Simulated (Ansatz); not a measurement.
SiH₆S, singlet: a pair in one relaxed arrangement.

The input file, in.yaml:

```yaml
crystal:
  periodic: [false, false, false]
  atoms:
    - {symbol: S, position_ang: [-0.236968, -0.798332, -2.214975]}
    - {symbol: H, position_ang: [-0.861389, 0.371940, -2.415241]}
    - {symbol: H, position_ang: [0.973280, -0.241980, -2.374071]}
    - {symbol: Si, position_ang: [0.023311, 0.128697, 1.392823]}
    - {symbol: H, position_ang: [-1.343050, -0.395598, 1.151604]}
    - {symbol: H, position_ang: [1.034196, -0.916885, 1.100116]}
    - {symbol: H, position_ang: [0.143650, 0.532427, 2.819556]}
    - {symbol: H, position_ang: [0.266871, 1.319733, 0.540087]}
basis:
  gaussian: {orbitals: "def2-TZVPPD.json"}
hamiltonian: {xc: {name: B3LYP}, dispersion: d4}
```

The basis file named in the input lies beside it (Basis Set Exchange, JSON).

Command:

```bash
ansatz run in.yaml --threads 2 --pin off --events-out ev --progress --plain --max-ram 5222MiB
```

What Ansatz 0.2.0 printed:

```
Functional definition: B3LYP
  name "B3LYP"
  cite "Stephens, Devlin, Chabalowski & Frisch, J. Phys. Chem. 98, 11623 (1994) doi:10.1021/j100096a001"
  cite "Becke, Phys. Rev. A 38, 3098 (1988) doi:10.1103/PhysRevA.38.3098"
  cite "Lee, Yang & Parr, Phys. Rev. B 37, 785 (1988) doi:10.1103/PhysRevB.37.785"
  cite "Vosko, Wilk & Nusair, Can. J. Phys. 58, 1200 (1980) doi:10.1139/p80-159"
  parameter a0 = 0.2
  parameter ax = 0.72
  parameter ac = 0.81
  exchange = (1 - a0 - ax)*slater_x + ax*b88_x + a0*exact_x
  correlation = (1 - ac)*vwn_rpa_c + ac*lyp_c
1013 factors; their error is unknown
mean field evaluation 1: about -18811.5001 eV, gradient 1.7e1 eV
mean field evaluation 2: about -18811.9640 eV, gradient 1.4e1 eV
mean field evaluation 4: about -18812.4196 eV, gradient 6.3e-1 eV
mean field evaluation 8: about -18812.4482 eV, gradient 4.1e-3 eV
mean field -18812.44822864 eV, -691.3447208673 hartree, gradient 3.6e-5 eV, S^2 0.000000; 0 other end points of the search recorded, 0 dependent functions left out
reference -18812.44852993 eV, -691.3447319394 hartree; 18, 18 occupied and 183, 183 virtual orbitals, 1013 factors
Total energy: -18812.60987840 eV, -691.3506613862 hartree
```

The run took about 4.9 s on 2 CPU threads of an Arm Neoverse N1 (shared host).
